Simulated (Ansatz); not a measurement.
# One shape, several levels: doublet CH3AlO−

We compute a comparison of 5 runs (UHF/STO-3G, UHF/aug-cc-pVDZ, UB2PLYP/aug-cc-pVDZ, UBHLYP/aug-cc-pVDZ, USVWN5/aug-cc-pVDZ) of doublet CH3AlO−. 

The calculation is run with Ansatz 0.2.0.

61 further runs of the same task are left out: 8 that didn't finish, 53 set aside as unsound or not needed. Runs told in other sessions of the task aren't counted.

### Step 1. The system as given

CH3AlO−: 6 atoms, total charge -1, spin state doublet. SMILES of the parent species: `[CH3][Al]=[O]`. The shape is that of a PBE0-D4/def2-TZVP optimisation. That shape belongs to the parent species and isn't relaxed for this state.

Bond lengths: C1–Al2 1.935 Å, Al2–O3 1.596 Å, C1–H4 1.092 Å, C1–H5 1.092 Å, C1–H6 1.092 Å. Angles: C1–Al2–O3 180.0°, Al2–C1–H4 110.5°, Al2–C1–H5 110.5°, Al2–C1–H6 110.5°, H4–C1–H5 108.4°, H4–C1–H6 108.4°, H5–C1–H6 108.4°.

### Step 2. The energy at UHF/STO-3G (run 1)

File molecule.yaml:

```yaml
crystal:
  periodic: [false, false, false]
  atoms:
    - {symbol: C, position_ang: [-0.412500, 0.498200, -0.315400]}
    - {symbol: Al, position_ang: [0.696700, -0.841400, 0.532500]}
    - {symbol: O, position_ang: [1.611700, -1.946300, 1.232100]}
    - {symbol: H, position_ang: [0.065200, 1.479100, -0.263900]}
    - {symbol: H, position_ang: [-1.383600, 0.560900, 0.180800]}
    - {symbol: H, position_ang: [-0.577400, 0.249400, -1.366100]}
basis:
  gaussian:
    orbitals: STO-3G
total_charge: -1
magnetization:
  spin_polarized: true
  initial_magnetization: 1
hamiltonian:
  xc: hf
accuracy: high
output: {orbitals: {seedname: orbitals}}
```

Launch:

```console
$ ansatz run molecule.yaml --threads 1 --pin off --max-ram 3480MiB --events-out events.jsonl --progress --plain --runs-dir runs
```

Output:

```text
Warning: RAYON_NUM_THREADS=1 ignored (pool sized by the plan → 1); use --threads N
Functional definition: HF
  name "HF"
  exchange = exact_x
  correlation = 0
387 factors; integrals over basis functions are off by at most 1.6e-8 eV
mean field evaluation 1: about -9562.5049 eV, gradient 2.2e1 eV
mean field evaluation 2: about -9562.6019 eV, gradient 2.2e1 eV
mean field evaluation 4: about -9567.4323 eV, gradient 2.6e0 eV
mean field evaluation 8: about -9567.5390 eV, gradient 1.2e-1 eV
mean field evaluation 16: about -9567.5391 eV, gradient 1.2e-8 eV
mean field evaluation 32: about -9566.8839 eV, gradient 1.1e0 eV
mean field evaluation 64: about -9567.5358 eV, gradient 3.9e-1 eV
mean field evaluation 96: about -9559.2892 eV, gradient 2.1e1 eV
mean field evaluation 128: about -9563.4437 eV, gradient 6.2e-1 eV
mean field evaluation 160: about -9566.5458 eV, gradient 3.8e0 eV
mean field evaluation 192: about -9558.2269 eV, gradient 1.1e1 eV
mean field -9567.53910977 eV, -351.6005771731 hartree, gradient 1.2e-8 eV, S^2 0.785099; 2 other end points of the search recorded, 0 dependent functions left out
reference -9567.53910977 eV, -351.6005771731 hartree; 16, 15 occupied and 6, 7 virtual orbitals, 387 factors
Total energy: -9567.53910977 eV, -351.6005771731 hartree
```

Run time: 0.62 s. Hardware: 1 thread of Intel Xeon Platinum 8259CL at 2.50GHz (Skylake/Cascade Lake), shared host.

### Step 3. The energy at UHF/aug-cc-pVDZ (run 2)

File molecule.yaml:

```yaml
crystal:
  periodic: [false, false, false]
  atoms:
    - symbol: C
      position_ang: [-0.412500, 0.498200, -0.315400]
    - symbol: Al
      position_ang: [0.696700, -0.841400, 0.532500]
    - symbol: O
      position_ang: [1.611700, -1.946300, 1.232100]
    - symbol: H
      position_ang: [0.065200, 1.479100, -0.263900]
    - symbol: H
      position_ang: [-1.383600, 0.560900, 0.180800]
    - symbol: H
      position_ang: [-0.577400, 0.249400, -1.366100]
basis:
  gaussian: {orbitals: aug-cc-pVDZ}
total_charge: -1
magnetization: {spin_polarized: true, initial_magnetization: 1}
hamiltonian: {xc: hf}
accuracy: high
output: {orbitals: {seedname: orbitals}}
```

Launch:

```console
$ ansatz run molecule.yaml --threads 1 --pin off --max-ram 3480MiB --events-out events.jsonl --progress --plain --runs-dir runs
```

Output, shortened:

```text
Warning: RAYON_NUM_THREADS=1 ignored (pool sized by the plan → 1); use --threads N
Functional definition: HF
  name "HF"
[...]
1877 factors; integrals over basis functions are off by at most 3.5e-9 eV
[...]
mean field -9697.53214837 eV, -356.3777332294 hartree, gradient 3.4e-8 eV, S^2 0.756730; 3 other end points of the search recorded, 0 dependent functions left out
reference -9697.53214837 eV, -356.3777332294 hartree; 16, 15 occupied and 84, 85 virtual orbitals, 1877 factors
Total energy: -9697.53214837 eV, -356.3777332294 hartree
```

Wall time 14 s (1 thread of Intel Xeon Platinum 8259CL at 2.50GHz (Skylake/Cascade Lake), shared host); peak memory 0.3 GiB.

Runs 3 to 4 aren't shown in full; the table further down has their settings and results.

### Step 4. A single-point energy at USVWN5/aug-cc-pVDZ (run 5)

File input.yaml:

```yaml
crystal:
  periodic: [false, false, false]
  atoms:
    - {symbol: C, position_ang: [-0.412500, 0.498200, -0.315400]}
    - {symbol: Al, position_ang: [0.696700, -0.841400, 0.532500]}
    - {symbol: O, position_ang: [1.611700, -1.946300, 1.232100]}
    - {symbol: H, position_ang: [0.065200, 1.479100, -0.263900]}
    - {symbol: H, position_ang: [-1.383600, 0.560900, 0.180800]}
    - {symbol: H, position_ang: [-0.577400, 0.249400, -1.366100]}
basis:
  gaussian: {orbitals: aug-cc-pVDZ}
total_charge: -1
magnetization: {spin_polarized: true, initial_magnetization: 1}
hamiltonian: {xc: {name: SVWN5}}
accuracy: high
output: {orbitals: {seedname: orbitals}}
```

Launch:

```console
$ ansatz run input.yaml --threads 1 --pin off --max-ram 3480MiB --events-out events.jsonl --progress --plain --runs-dir runs
```

Output:

```text
Warning: RAYON_NUM_THREADS=1 ignored (pool sized by the plan → 1); use --threads N
Functional definition: SVWN5
  name "SVWN5"
  exchange = slater_x
  correlation = vwn5_c
1877 factors; integrals over basis functions are off by at most 3.5e-9 eV
mean field evaluation 1: about -9668.2125 eV, gradient 4.2e1 eV
mean field evaluation 2: about -9502.5041 eV, gradient 1.3e2 eV
mean field evaluation 4: about -9675.5596 eV, gradient 1.4e1 eV
mean field evaluation 8: about -9676.9240 eV, gradient 3.6e-1 eV
mean field evaluation 16: about -9676.9211 eV, gradient 2.4e-4 eV
mean field evaluation 32: about -9675.3858 eV, gradient 2.0e0 eV
mean field -9676.92112873 eV, -355.6202922279 hartree, gradient 3.4e-8 eV, S^2 0.751329; 5 other end points of the search recorded, 0 dependent functions left out
reference -9676.92113343 eV, -355.6202924009 hartree; 16, 15 occupied and 84, 85 virtual orbitals, 1877 factors
Total energy: -9676.92113343 eV, -355.6202924009 hartree
```

Run time: 7.8 s. Hardware: 1 thread of Intel Xeon Platinum 8259CL at 2.50GHz (Skylake/Cascade Lake), shared host; peak memory 0.33 GiB.

### Step 5. All runs side by side

```csv
run,level,frozen core orbitals,energy (Eh),HOMO energy (eV),LUMO energy (eV),⟨S²⟩,wall time
1,UHF/STO-3G,–,-351.600577,8.56,18.64,0.785,0.62 s
2,UHF/aug-cc-pVDZ,–,-356.377733,0.13,3.21,0.757,14 s
3,UB2PLYP/aug-cc-pVDZ,7,-357.361174,0.63,2.71,0.753,28 s
4,UBHLYP/aug-cc-pVDZ,–,-357.507301,0.63,2.51,0.752,17 s
5,USVWN5/aug-cc-pVDZ,–,-355.620292,1.21,1.52,0.751,7.8 s
```

### Step 6. Results

| quantity | value |
| --- | --- |
| run 5: total energy | -355.62029 Eh |
| run 5: HOMO energy (highest over α and β) | 1.21 eV |
| run 5: LUMO energy (lowest over α and β) | 1.52 eV |
| run 5: ⟨S²⟩ | 0.751 |

**Reading.** Totals of different functionals can't be ranked against each other. In all runs the HOMO lies above zero, from self-interaction, a short basis or an electron that isn't bound. In run 1 the basis is minimal, so the values are rough. All runs together took 67 s, the longest 28 s.
